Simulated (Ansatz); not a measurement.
A calculation with Ansatz (development build ahead of 0.2.0).

```yaml
crystal:
  periodic: [false, false, false]
  atoms:
    - { symbol: C, position_ang: [-0.37253, 0.04088, -0.65842] }
    - { symbol: "N", position_ang: [0.19798, 0.03448, 0.67456] }
    - { symbol: H, position_ang: [-1.40465, 0.39332, -0.56534] }
    - { symbol: H, position_ang: [0.19372, 0.7232, -1.28553] }
    - { symbol: H, position_ang: [-0.36588, -0.97132, -1.05278] }
    - { symbol: H, position_ang: [0.66667, 0.84886, 1.06161] }
    - { symbol: H, position_ang: [0.09919, -0.76414, 1.29518] }
basis:
  gaussian: { orbitals: def2-SVP }
total_charge: 1
magnetization:
  spin_polarized: true
  initial_magnetization: 1
hamiltonian:
  xc: hf
output:
  forces: true
```

The input is written out in the form of the current development build from the run's settings.

Output:

```yaml
Converged: yes
Total_energy: -94.86694 hartree
Spin_squared_of_the_determinant: 0.763
Stability_test: minimum
```

Forces (eV/Å):
```
atom      Fx      Fy     Fz
  C1  -0.001   0.000  0.000
  N2   0.000   0.000  0.000
  H3  -0.001   0.000  0.000
  H4   0.001   0.000  0.000
  H5   0.000  -0.001  0.000
  H6   0.000   0.001  0.000
  H7   0.000   0.000  0.000
```
